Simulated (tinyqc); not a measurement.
RKS/LDA (VWN5) in the sto-3g basis, for CH2, spin multiplicity 1, step by step (part 1 of 2). This run ends on a higher stationary point, not on the lowest solution. Computed by tinyqc, a small Python program that keeps every step (integrals from PySCF). Settings: charge = 0, multiplicity = 1, basis = sto-3g, energy threshold = 1e-10, iteration cap = 61, orthogonalisation = canonical, start = core, DIIS depth = 8, method = RKS, functional = lda,vwn, grid = [30, 50]. Command: `OMP_NUM_THREADS=1 python tinyqc.py 21573 21574 out.jsonl` (the two numbers bound the seeds that draw the settings). One thread of a shared host (Intel(R) Xeon(R) Processor @ 2.60GHz), about 2 s of CPU time with the checks. Later iterations appear only in the table of the cycle.

## One-electron integrals

Geometry (angstrom):
```
atom         x          y         z
C     0.000000   0.000000  0.000000
H     0.000000   1.009000  0.512000
H     0.000000  -1.009000  0.512000
```

Basis sto-3g: exponents (1/bohr^2) and contraction coefficients of normalised primitives:
```
element  l (shell)   exponent  coefficient
C            s (1)  71.616837     0.154329
C            s (1)  13.045096     0.535328
C            s (1)   3.530512     0.444635
C            s (2)   2.941249    -0.099967
C            s (2)   0.683483     0.399513
C            s (2)   0.222290     0.700115
C            p (3)   2.941249     0.155916
C            p (3)   0.683483     0.607684
C            p (3)   0.222290     0.391957
H            s (1)   3.425251     0.154329
H            s (1)   0.623914     0.535328
H            s (1)   0.168855     0.444635
```

Overlap, kinetic and nuclear-attraction integrals over the contracted functions; the nuclear repulsion is the sum of Za Zb / Rab.

nuclear repulsion = 5.87450722 hartree

overlap S, order 1C 1s, 1C 2s, 1C 2px, 1C 2py, 1C 2pz, 2H 1s, 3H 1s:
$$\begin{pmatrix}
1.000000 & 0.248362 & 0.000000 & 0.000000 & 0.000000 & 0.056532 & 0.056532 \\
0.248362 & 1.000000 & 0.000000 & 0.000000 & 0.000000 & 0.467154 & 0.467154 \\
0.000000 & 0.000000 & 1.000000 & 0.000000 & 0.000000 & 0.000000 & 0.000000 \\
0.000000 & 0.000000 & 0.000000 & 1.000000 & 0.000000 & 0.403684 & -0.403684 \\
0.000000 & 0.000000 & 0.000000 & 0.000000 & 1.000000 & 0.204843 & 0.204843 \\
0.056532 & 0.467154 & 0.000000 & 0.403684 & 0.204843 & 1.000000 & 0.115738 \\
0.056532 & 0.467154 & 0.000000 & -0.403684 & 0.204843 & 0.115738 & 1.000000
\end{pmatrix}$$

kinetic energy T (hartree), order 1C 1s, 1C 2s, 1C 2px, 1C 2py, 1C 2pz, 2H 1s, 3H 1s:
$$\begin{pmatrix}
15.891122 & -0.085890 & 0.000000 & 0.000000 & 0.000000 & -0.011643 & -0.011643 \\
-0.085890 & 0.472250 & 0.000000 & 0.000000 & 0.000000 & 0.093837 & 0.093837 \\
0.000000 & 0.000000 & 1.477728 & 0.000000 & 0.000000 & 0.000000 & 0.000000 \\
0.000000 & 0.000000 & 0.000000 & 1.477728 & 0.000000 & 0.210714 & -0.210714 \\
0.000000 & 0.000000 & 0.000000 & 0.000000 & 1.477728 & 0.106923 & 0.106923 \\
-0.011643 & 0.093837 & 0.000000 & 0.210714 & 0.106923 & 0.760032 & -0.010315 \\
-0.011643 & 0.093837 & 0.000000 & -0.210714 & 0.106923 & -0.010315 & 0.760032
\end{pmatrix}$$

nuclear attraction V (hartree), order 1C 1s, 1C 2s, 1C 2px, 1C 2py, 1C 2pz, 2H 1s, 3H 1s:
$$\begin{pmatrix}
-34.588121 & -4.424542 & 0.000000 & 0.000000 & -0.014224 & -1.024979 & -1.024979 \\
-4.424542 & -6.103340 & 0.000000 & 0.000000 & -0.148193 & -2.408363 & -2.408363 \\
0.000000 & 0.000000 & -5.982584 & 0.000000 & 0.000000 & 0.000000 & 0.000000 \\
0.000000 & 0.000000 & 0.000000 & -6.170835 & 0.000000 & -1.927038 & 1.927038 \\
-0.014224 & -0.148193 & 0.000000 & 0.000000 & -6.031057 & -1.009764 & -1.009764 \\
-1.024979 & -2.408363 & 0.000000 & -1.927038 & -1.009764 & -4.243522 & -0.555776 \\
-1.024979 & -2.408363 & 0.000000 & 1.927038 & -1.009764 & -0.555776 & -4.243522
\end{pmatrix}$$

core Hamiltonian H = T + V (hartree), order 1C 1s, 1C 2s, 1C 2px, 1C 2py, 1C 2pz, 2H 1s, 3H 1s:
$$\begin{pmatrix}
-18.696999 & -4.510432 & 0.000000 & 0.000000 & -0.014224 & -1.036622 & -1.036622 \\
-4.510432 & -5.631090 & 0.000000 & 0.000000 & -0.148193 & -2.314527 & -2.314527 \\
0.000000 & 0.000000 & -4.504856 & 0.000000 & 0.000000 & 0.000000 & 0.000000 \\
0.000000 & 0.000000 & 0.000000 & -4.693107 & 0.000000 & -1.716324 & 1.716324 \\
-0.014224 & -0.148193 & 0.000000 & 0.000000 & -4.553329 & -0.902841 & -0.902841 \\
-1.036622 & -2.314527 & 0.000000 & -1.716324 & -0.902841 & -3.483490 & -0.566090 \\
-1.036622 & -2.314527 & 0.000000 & 1.716324 & -0.902841 & -0.566090 & -3.483490
\end{pmatrix}$$

## Two-electron integrals

Functions are numbered as in S; the eight-fold symmetry (ij|kl) = (ji|kl) = (kl|ij) leaves the list below.

Two-electron integrals (ij|kl) in chemists' order, unique and non-zero (hartree):
```
(11|11) 3.541948    (21|11) 0.576921    (21|21) 0.111888    (22|11) 0.854682
(22|21) 0.205284    (22|22) 0.624709    (31|31) 0.020296    (32|31) 0.030858
(32|32) 0.137996    (33|11) 0.852436    (33|21) 0.205335    (33|22) 0.624568
(33|33) 0.672833    (41|41) 0.020296    (42|41) 0.030858    (42|42) 0.137996
(43|43) 0.036269    (44|11) 0.852436    (44|21) 0.205335    (44|22) 0.624568
(44|33) 0.600295    (44|44) 0.672833    (51|51) 0.020296    (52|51) 0.030858
(52|52) 0.137996    (53|53) 0.036269    (54|54) 0.036269    (55|11) 0.852436
(55|21) 0.205335    (55|22) 0.624568    (55|33) 0.600295    (55|44) 0.600295
(55|55) 0.672833    (61|11) 0.132225    (61|21) 0.025485    (61|22) 0.046658
(61|33) 0.046497    (61|41) 0.001394    (61|42) 0.002591    (61|44) 0.046893
(61|51) 0.000707    (61|52) 0.001315    (61|54) 0.000201    (61|55) 0.046599
(61|61) 0.005937    (62|11) 0.311660    (62|21) 0.075830    (62|22) 0.253242
(62|33) 0.247223    (62|41) 0.006441    (62|42) 0.044035    (62|44) 0.261397
(62|51) 0.003268    (62|52) 0.022345    (62|54) 0.007192    (62|55) 0.250873
(62|61) 0.018012    (62|62) 0.133628    (63|31) 0.007780    (63|32) 0.040812
(63|43) 0.008658    (63|53) 0.004393    (63|63) 0.016605    (64|11) 0.234878
(64|21) 0.057896    (64|22) 0.205021    (64|33) 0.194666    (64|41) 0.012075
(64|42) 0.073966    (64|44) 0.222743    (64|51) 0.002179    (64|52) 0.016824
(64|54) 0.009854    (64|55) 0.197436    (64|61) 0.014412    (64|62) 0.128548
(64|64) 0.138029    (65|11) 0.119185    (65|21) 0.029378    (65|22) 0.104034
(65|33) 0.098780    (65|41) 0.002179    (65|42) 0.016824    (65|44) 0.104240
(65|51) 0.008886    (65|52) 0.049349    (65|54) 0.011429    (65|55) 0.108972
(65|61) 0.007313    (65|62) 0.065230    (65|64) 0.061614    (65|65) 0.047870
(66|11) 0.458529    (66|21) 0.113478    (66|22) 0.430217    (66|33) 0.407303
(66|41) 0.012297    (66|42) 0.112222    (66|44) 0.461566    (66|51) 0.006240
(66|52) 0.056945    (66|54) 0.027535    (66|55) 0.421275    (66|61) 0.027371
(66|62) 0.284957    (66|64) 0.303036    (66|65) 0.153770    (66|66) 0.774606
(71|11) 0.132225    (71|21) 0.025485    (71|22) 0.046658    (71|33) 0.046497
(71|41) -0.001394   (71|42) -0.002591   (71|44) 0.046893    (71|51) 0.000707
(71|52) 0.001315    (71|54) -0.000201   (71|55) 0.046599    (71|61) 0.005732
(71|62) 0.016822    (71|64) 0.012241    (71|65) 0.006839    (71|66) 0.024998
(71|71) 0.005937    (72|11) 0.311660    (72|21) 0.075830    (72|22) 0.253242
(72|33) 0.247223    (72|41) -0.006441   (72|42) -0.044035   (72|44) 0.261397
(72|51) 0.003268    (72|52) 0.022345    (72|54) -0.007192   (72|55) 0.250873
(72|61) 0.016822    (72|62) 0.094185    (72|64) 0.065377    (72|65) 0.044657
(72|66) 0.155781    (72|71) 0.018012    (72|72) 0.133628    (73|31) 0.007780
(73|32) 0.040812    (73|43) -0.008658   (73|53) 0.004393    (73|63) 0.010877
(73|73) 0.016605    (74|11) -0.234878   (74|21) -0.057896   (74|22) -0.205021
(74|33) -0.194666   (74|41) 0.012075    (74|42) 0.073966    (74|44) -0.222743
(74|51) -0.002179   (74|52) -0.016824   (74|54) 0.009854    (74|55) -0.197436
(74|61) -0.012241   (74|62) -0.065377   (74|64) -0.035737   (74|65) -0.030395
(74|66) -0.100504   (74|71) -0.014412   (74|72) -0.128548   (74|74) 0.138029
(75|11) 0.119185    (75|21) 0.029378    (75|22) 0.104034    (75|33) 0.098780
(75|41) -0.002179   (75|42) -0.016824   (75|44) 0.104240    (75|51) 0.008886
(75|52) 0.049349    (75|54) -0.011429   (75|55) 0.108972    (75|61) 0.006839
(75|62) 0.044657    (75|64) 0.030395    (75|65) 0.031617    (75|66) 0.078318
(75|71) 0.007313    (75|72) 0.065230    (75|74) -0.061614   (75|75) 0.047870
(76|11) 0.071056    (76|21) 0.017317    (76|22) 0.059306    (76|33) 0.057885
(76|44) 0.059889    (76|51) 0.001268    (76|52) 0.009061    (76|55) 0.060086
(76|61) 0.003999    (76|62) 0.027472    (76|64) 0.023010    (76|65) 0.014760
(76|66) 0.053966    (76|71) 0.003999    (76|72) 0.027472    (76|74) -0.023010
(76|75) 0.014760    (76|76) 0.006887    (77|11) 0.458529    (77|21) 0.113478
(77|22) 0.430217    (77|33) 0.407303    (77|41) -0.012297   (77|42) -0.112222
(77|44) 0.461566    (77|51) 0.006240    (77|52) 0.056945    (77|54) -0.027535
(77|55) 0.421275    (77|61) 0.024998    (77|62) 0.155781    (77|64) 0.100504
(77|65) 0.078318    (77|66) 0.261400    (77|71) 0.027371    (77|72) 0.284957
(77|74) -0.303036   (77|75) 0.153770    (77|76) 0.053966    (77|77) 0.774606
```

## Orthogonalisation

S = U s U^T; canonical form X = U s^(-1/2), so that X^T S X = 1. Each column of U has its largest component positive (the first on a tie).

eigenvalues of S: [0.314260, 0.368310, 0.885558, 1.000000, 1.078797, 1.515952, 1.837124]

X, order 1C 1s, 1C 2s, 1C 2px, 1C 2py, 1C 2pz, 2H 1s, 3H 1s:
$$\begin{pmatrix}
-0.309601 & 0.000000 & 0.779596 & 0.000000 & -0.584096 & 0.000000 & 0.186078 \\
1.227494 & 0.000000 & -0.280528 & 0.000000 & -0.246532 & 0.000000 & 0.461477 \\
0.000000 & 0.000000 & 0.000000 & 1.000000 & 0.000000 & 0.000000 & 0.000000 \\
0.000000 & 1.104828 & 0.000000 & 0.000000 & 0.000000 & 0.602568 & 0.000000 \\
0.489075 & 0.000000 & 0.618865 & 0.000000 & 0.699175 & 0.000000 & 0.178146 \\
-0.818625 & -0.864424 & -0.172875 & 0.000000 & 0.134475 & 0.385074 & 0.364011 \\
-0.818625 & 0.864424 & -0.172875 & 0.000000 & 0.134475 & -0.385074 & 0.364011
\end{pmatrix}$$

## Starting guess

The start is the orbitals of the core Hamiltonian; D = 2 C_occ C_occ^T.

D at the start, order 1C 1s, 1C 2s, 1C 2px, 1C 2py, 1C 2pz, 2H 1s, 3H 1s:
$$\begin{pmatrix}
2.128882 & -0.553073 & 0.000000 & 0.000000 & -0.228758 & 0.087825 & 0.087825 \\
-0.553073 & 2.351754 & 0.000000 & 0.000000 & 1.018234 & -0.353078 & -0.353078 \\
0.000000 & 0.000000 & 2.000000 & 0.000000 & 0.000000 & 0.000000 & 0.000000 \\
0.000000 & 0.000000 & 0.000000 & 2.536261 & 0.000000 & -0.401832 & 0.401832 \\
-0.228758 & 1.018234 & 0.000000 & 0.000000 & 0.440920 & -0.152846 & -0.152846 \\
0.087825 & -0.353078 & 0.000000 & -0.401832 & -0.152846 & 0.116685 & -0.010644 \\
0.087825 & -0.353078 & 0.000000 & 0.401832 & -0.152846 & -0.010644 & 0.116685
\end{pmatrix}$$

## Iteration 1: exchange-correlation on the grid

Becke grid with 30 radial and 50 angular points per atom, points of zero weight dropped. rho = sum D_ij phi_i phi_j; V_xc,ij = sum w v_xc phi_i phi_j; v_xc is d(rho eps)/d rho.

The 16 grid points with the largest w rho, of 4490 (bohr, atomic units):
```
x                  y         z         w       rho     eps_xc       v_xc
-1.047010   0.000000  1.047010  0.172166  0.170275  -0.466764  -0.610870
1.047010    0.000000  1.047010  0.172166  0.170275  -0.466764  -0.610870
0.861302    0.861302  0.000000  0.098174  0.296503  -0.554205  -0.726254
0.861302   -0.861302  0.000000  0.098174  0.296503  -0.554205  -0.726254
-0.861302   0.861302  0.000000  0.098174  0.296503  -0.554205  -0.726254
-0.861302  -0.861302  0.000000  0.098174  0.296503  -0.554205  -0.726254
-0.861302   0.000000  0.861302  0.102423  0.281925  -0.545601  -0.714894
0.861302    0.000000  0.861302  0.102423  0.281925  -0.545601  -0.714894
-1.339340  -0.446447  0.446447  0.152706  0.187777  -0.481086  -0.629758
-1.339340   0.446447  0.446447  0.152706  0.187777  -0.481086  -0.629758
1.339340    0.446447  0.446447  0.152706  0.187777  -0.481086  -0.629758
1.339340   -0.446447  0.446447  0.152706  0.187777  -0.481086  -0.629758
-1.101781  -0.367260  0.367260  0.091310  0.308114  -0.560855  -0.735035
-1.101781   0.367260  0.367260  0.091310  0.308114  -0.560855  -0.735035
1.101781   -0.367260  0.367260  0.091310  0.308114  -0.560855  -0.735035
1.101781    0.367260  0.367260  0.091310  0.308114  -0.560855  -0.735035
```

electrons on the grid, sum of w rho = 7.999614

E_xc = sum of w rho eps_xc = -6.29369629 hartree

V_xc (hartree), order 1C 1s, 1C 2s, 1C 2px, 1C 2py, 1C 2pz, 2H 1s, 3H 1s:
$$\begin{pmatrix}
-2.190457 & -0.332714 & 0.000000 & 0.000000 & -0.008505 & -0.077224 & -0.077224 \\
-0.332714 & -0.593797 & 0.000000 & 0.000000 & -0.052767 & -0.218107 & -0.218107 \\
0.000000 & 0.000000 & -0.618782 & 0.000000 & 0.000000 & 0.000000 & 0.000000 \\
0.000000 & 0.000000 & 0.000000 & -0.610856 & 0.000000 & -0.163092 & 0.163092 \\
-0.008505 & -0.052767 & 0.000000 & 0.000000 & -0.541602 & -0.089843 & -0.089843 \\
-0.077224 & -0.218107 & 0.000000 & -0.163092 & -0.089843 & -0.255203 & -0.049385 \\
-0.077224 & -0.218107 & 0.000000 & 0.163092 & -0.089843 & -0.049385 & -0.255203
\end{pmatrix}$$

## Iteration 1: building the Kohn-Sham matrix

J_ij = sum D_kl (ij|kl); F = H + J + V_xc; E = tr D H + tr D J / 2 + E_xc + E_nn.

Coulomb J (hartree), order 1C 1s, 1C 2s, 1C 2px, 1C 2py, 1C 2pz, 2H 1s, 3H 1s:
$$\begin{pmatrix}
12.416349 & 2.426152 & 0.000000 & 0.000000 & 0.041681 & 0.555588 & 0.555588 \\
2.426152 & 5.534924 & 0.000000 & 0.000000 & 0.191696 & 2.193863 & 2.193863 \\
0.000000 & 0.000000 & 5.577005 & 0.000000 & 0.000000 & 0.000000 & 0.000000 \\
0.000000 & 0.000000 & 0.000000 & 5.560178 & 0.000000 & 1.739288 & -1.739288 \\
0.041681 & 0.191696 & 0.000000 & 0.000000 & 5.451323 & 0.925729 & 0.925729 \\
0.555588 & 2.193863 & 0.000000 & 1.739288 & 0.925729 & 3.568962 & 0.512662 \\
0.555588 & 2.193863 & 0.000000 & -1.739288 & 0.925729 & 0.512662 & 3.568962
\end{pmatrix}$$

Kohn-Sham matrix F (hartree), order 1C 1s, 1C 2s, 1C 2px, 1C 2py, 1C 2pz, 2H 1s, 3H 1s:
$$\begin{pmatrix}
-8.471107 & -2.416994 & 0.000000 & 0.000000 & 0.018952 & -0.558258 & -0.558258 \\
-2.416994 & -0.689963 & 0.000000 & 0.000000 & -0.009263 & -0.338771 & -0.338771 \\
0.000000 & 0.000000 & 0.453366 & 0.000000 & 0.000000 & 0.000000 & 0.000000 \\
0.000000 & 0.000000 & 0.000000 & 0.256215 & 0.000000 & -0.140128 & 0.140128 \\
0.018952 & -0.009263 & 0.000000 & 0.000000 & 0.356393 & -0.066955 & -0.066955 \\
-0.558258 & -0.338771 & 0.000000 & -0.140128 & -0.066955 & -0.169731 & -0.102813 \\
-0.558258 & -0.338771 & 0.000000 & 0.140128 & -0.066955 & -0.102813 & -0.169731
\end{pmatrix}$$

total energy of this density = -36.60068147 hartree

## Iteration 1: diagonalisation and new density

Diagonalise F' = X^T F X, C = X C', fill 4 alpha and 4 beta electrons from the bottom; D = 2 C_occ C_occ^T. Each column has its largest component positive (the first on a tie).

F' = X^T F X (hartree):
$$\begin{pmatrix}
0.591533 & 0.000000 & 0.508045 & 0.000000 & -0.277254 & 0.000000 & 0.325303 \\
0.000000 & 0.748052 & 0.000000 & 0.000000 & 0.000000 & 0.241867 & 0.000000 \\
0.508045 & 0.000000 & -3.740002 & 0.000000 & 3.823699 & 0.000000 & -1.990437 \\
0.000000 & 0.000000 & 0.000000 & 0.453366 & 0.000000 & 0.000000 & 0.000000 \\
-0.277254 & 0.000000 & 3.823699 & 0.000000 & -3.280873 & 0.000000 & 1.968107 \\
0.000000 & 0.241867 & 0.000000 & 0.000000 & 0.000000 & -0.056873 & 0.000000 \\
0.325303 & 0.000000 & -1.990437 & 0.000000 & 1.968107 & 0.000000 & -1.312777
\end{pmatrix}$$

orbital energies (hartree): MO1 -8.484924, MO2 -0.229267, MO3 -0.123959, MO4 0.262889, MO5 0.453366, MO6 0.709184, MO7 0.815137

coefficients C, order 1C 1s, 1C 2s, 1C 2px, 1C 2py, 1C 2pz, 2H 1s, 3H 1s:
$$\begin{pmatrix}
0.988068 & -0.166283 & 0.000000 & -0.185245 & 0.000000 & -0.202910 & 0.000000 \\
0.050219 & 0.351651 & 0.000000 & 0.789803 & 0.000000 & 1.053188 & 0.000000 \\
0.000000 & 0.000000 & 0.000000 & 0.000000 & 1.000000 & 0.000000 & 0.000000 \\
0.000000 & 0.000000 & 0.285352 & 0.000000 & 0.000000 & 0.000000 & 1.225686 \\
0.002391 & 0.044834 & 0.000000 & -0.685812 & 0.000000 & 0.818789 & 0.000000 \\
-0.011789 & 0.496437 & 0.602105 & -0.310219 & 0.000000 & -0.712598 & -0.730056 \\
-0.011789 & 0.496437 & -0.602105 & -0.310219 & 0.000000 & -0.712598 & 0.730056
\end{pmatrix}$$

D after iteration 1, order 1C 1s, 1C 2s, 1C 2px, 1C 2py, 1C 2pz, 2H 1s, 3H 1s:
$$\begin{pmatrix}
2.076488 & -0.310322 & 0.000000 & 0.000000 & 0.243901 & -0.073461 & -0.073461 \\
-0.310322 & 1.499939 & 0.000000 & 0.000000 & -1.051541 & -0.142063 & -0.142063 \\
0.000000 & 0.000000 & 0.000000 & 0.000000 & 0.000000 & 0.000000 & 0.000000 \\
0.000000 & 0.000000 & 0.000000 & 0.162852 & 0.000000 & 0.343624 & -0.343624 \\
0.243901 & -1.051541 & 0.000000 & 0.000000 & 0.944707 & 0.469962 & 0.469962 \\
-0.073461 & -0.142063 & 0.000000 & 0.343624 & 0.469962 & 1.410709 & -0.039410 \\
-0.073461 & -0.142063 & 0.000000 & -0.343624 & 0.469962 & -0.039410 & 1.410709
\end{pmatrix}$$

## Iteration 2: exchange-correlation on the grid

As before.

The 16 grid points with the largest w rho, of 4490 (bohr, atomic units):
```
x                  y          z         w       rho     eps_xc       v_xc
-0.446447  -0.446447  -1.339340  0.156248  0.148266  -0.447252  -0.585145
-0.446447   0.446447  -1.339340  0.156248  0.148266  -0.447252  -0.585145
0.446447   -0.446447  -1.339340  0.156248  0.148266  -0.447252  -0.585145
0.446447    0.446447  -1.339340  0.156248  0.148266  -0.447252  -0.585145
-0.367260  -0.367260  -1.101781  0.092025  0.243277  -0.521220  -0.682710
-0.367260   0.367260  -1.101781  0.092025  0.243277  -0.521220  -0.682710
0.367260   -0.367260  -1.101781  0.092025  0.243277  -0.521220  -0.682710
0.367260    0.367260  -1.101781  0.092025  0.243277  -0.521220  -0.682710
0.000000   -1.047010  -1.047010  0.172531  0.121252  -0.420386  -0.549739
0.000000    1.047010  -1.047010  0.172531  0.121252  -0.420386  -0.549739
0.000000   -0.861302  -0.861302  0.102509  0.198446  -0.489375  -0.640691
0.000000    0.861302  -0.861302  0.102509  0.198446  -0.489375  -0.640691
-1.047010   0.000000  -1.047010  0.174874  0.112442  -0.410744  -0.537038
1.047010    0.000000  -1.047010  0.174874  0.112442  -0.410744  -0.537038
-0.537194  -0.537194  -1.611583  0.258578  0.075347  -0.363260  -0.474522
-0.537194   0.537194  -1.611583  0.258578  0.075347  -0.363260  -0.474522
```

electrons on the grid, sum of w rho = 8.000858

E_xc = sum of w rho eps_xc = -5.65165520 hartree

V_xc (hartree), order 1C 1s, 1C 2s, 1C 2px, 1C 2py, 1C 2pz, 2H 1s, 3H 1s:
$$\begin{pmatrix}
-2.150845 & -0.307263 & 0.000000 & 0.000000 & 0.008423 & -0.070609 & -0.070609 \\
-0.307263 & -0.517272 & 0.000000 & 0.000000 & 0.034265 & -0.227550 & -0.227550 \\
0.000000 & 0.000000 & -0.463481 & 0.000000 & 0.000000 & 0.000000 & 0.000000 \\
0.000000 & 0.000000 & 0.000000 & -0.544270 & 0.000000 & -0.203355 & 0.203355 \\
0.008423 & 0.034265 & 0.000000 & 0.000000 & -0.533308 & -0.094777 & -0.094777 \\
-0.070609 & -0.227550 & 0.000000 & -0.203355 & -0.094777 & -0.502922 & -0.051575 \\
-0.070609 & -0.227550 & 0.000000 & 0.203355 & -0.094777 & -0.051575 & -0.502922
\end{pmatrix}$$

## Iteration 2: building the Kohn-Sham matrix

As before.

Coulomb J (hartree), order 1C 1s, 1C 2s, 1C 2px, 1C 2py, 1C 2pz, 2H 1s, 3H 1s:
$$\begin{pmatrix}
10.841878 & 2.066892 & 0.000000 & 0.000000 & -0.019855 & 0.471539 & 0.471539 \\
2.066892 & 4.805000 & 0.000000 & 0.000000 & -0.012405 & 2.000418 & 2.000418 \\
0.000000 & 0.000000 & 4.688030 & 0.000000 & 0.000000 & 0.000000 & 0.000000 \\
0.000000 & 0.000000 & 0.000000 & 4.893471 & 0.000000 & 1.662134 & -1.662134 \\
-0.019855 & -0.012405 & 0.000000 & 0.000000 & 4.816670 & 0.836661 & 0.836661 \\
0.471539 & 2.000418 & 0.000000 & 1.662134 & 0.836661 & 3.703239 & 0.468140 \\
0.471539 & 2.000418 & 0.000000 & -1.662134 & 0.836661 & 0.468140 & 3.703239
\end{pmatrix}$$

Kohn-Sham matrix F (hartree), order 1C 1s, 1C 2s, 1C 2px, 1C 2py, 1C 2pz, 2H 1s, 3H 1s:
$$\begin{pmatrix}
-10.005967 & -2.750803 & 0.000000 & 0.000000 & -0.025657 & -0.635692 & -0.635692 \\
-2.750803 & -1.343362 & 0.000000 & 0.000000 & -0.126333 & -0.541659 & -0.541659 \\
0.000000 & 0.000000 & -0.280307 & 0.000000 & 0.000000 & 0.000000 & 0.000000 \\
0.000000 & 0.000000 & 0.000000 & -0.343906 & 0.000000 & -0.257544 & 0.257544 \\
-0.025657 & -0.126333 & 0.000000 & 0.000000 & -0.269967 & -0.160957 & -0.160957 \\
-0.635692 & -0.541659 & 0.000000 & -0.257544 & -0.160957 & -0.283173 & -0.149525 \\
-0.635692 & -0.541659 & 0.000000 & 0.257544 & -0.160957 & -0.149525 & -0.283173
\end{pmatrix}$$

total energy of this density = -37.83215446 hartree
